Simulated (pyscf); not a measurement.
Structures and frequencies: ωB97X-D3(BJ)/def2-SVP in PySCF. Correlated levels are frozen-core, on RHF or UHF. ΔMP2 is the change of the MP2 total energy from the triple- to the quadruple-zeta basis.

### Question
PBE/def2-TZVP puts the barrier of HS–GeH₃ + H• → H₂S + GeH₃• (substitution at S; doublet surface; Ge–S broken, H–S formed) at -8.9 kJ/mol and the reaction energy at -55.0 kJ/mol, from the separated reactants. What do M06-2X/def2-TZVP, ωB97M-D3(BJ)/def2-TZVP, CCSD(T)/def2-TZVPP + ΔMP2(QZVPP) give on the same structures?

### Answer
M06-2X: ΔE‡ = 17.1 kJ/mol, ΔE = -60.7 kJ/mol; ωB97M-D3(BJ): ΔE‡ = 16.3 kJ/mol, ΔE = -62.3 kJ/mol; CCSD(T): ΔE‡ = 15.8 kJ/mol, ΔE = -57.0 kJ/mol. PBE's barrier lies under all of them, by 24.7 to 26.0 kJ/mol. Its reaction energy lies over all of them, by 1.9 to 7.3 kJ/mol. Low barriers are usual for a GGA, whose delocalisation error favours stretched bonds. At PBE this geometry lies under the reactants; that is no barrier but a single point on another level's saddle; such a level's own saddle, if it has one, lies nearer that side and is low. This is the saddle that the search found; another between the same sides may lie lower. The angle at the attacked S is 165°. The CCSD(T) − MP2 part came from Ansatz, without density fitting, on the same reference. The frozen core leaves the outer d or s,p core shells of the metals and heavy elements correlated in the MP2 and CC values, and def2-TZVPP describes them poorly, which can shift differences by a few kcal/mol. Elements up to Kr have no core potential and no relativistic terms here.
